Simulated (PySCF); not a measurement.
# How methods differ on the ionisation energy of Ar

Ar [Ar] (1S) → Ar⁺ [Ne] 3s2 3p5 (2P), as a difference of total energies. Calculation: PySCF 2.14, in x2c-QZVPPall (9s6p4d2f1g, 70 functions); the spin-free X2C one-electron Hamiltonian (Gaussian nucleus). Correlated levels: valence and next inner shell: 1s2 frozen. The calculations carry no spin-orbit coupling.

| method | ionisation energy (eV) | plus first-order spin-orbit estimate | error of that sum (eV) |
| --- | --- | --- | --- |
| UHF | 14.530 | 14.473 | -1.287 |
| MP2 (valence and next inner shell) | 15.815 | 15.759 | -0.001 |
| SCS-MP2 (valence and next inner shell) | 15.721 | 15.665 | -0.095 |
| CCSD (valence and next inner shell) | 15.636 | 15.579 | -0.181 |
| CCSD(T) (valence and next inner shell) | 15.696 | 15.640 | -0.120 |

Reference: 15.760 eV (measured; NIST Atomic Spectra Database, ionization energies).

A first-order spin-orbit estimate (lowest level to lowest level, LS coupling) adds -0.057 eV.

Errors of the correlated levels include the incompleteness of this basis and the frozen core.
